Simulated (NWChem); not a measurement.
System: BCl₃; SMILES ClB(Cl)Cl

Computed with NWChem. All runs use the structure optimised with PBE0/def2-SVP. Ions are spin-unrestricted doublets at the neutral geometry; other ion states weren't tried.

For level CAM-B3LYP/def2-SVP:

```yaml
vertical ionisation energy, ΔSCF (eV): 11.50
"−ε(HOMO) (eV)": 10.21
```

Question: What are these values for level PBE/def2-SVP?

Answer: 
| Quantity | Result |
|---|---|
| vertical ionisation energy, ΔSCF (eV) | 10.72 |
| −ε(HOMO) (eV) | 7.43 |
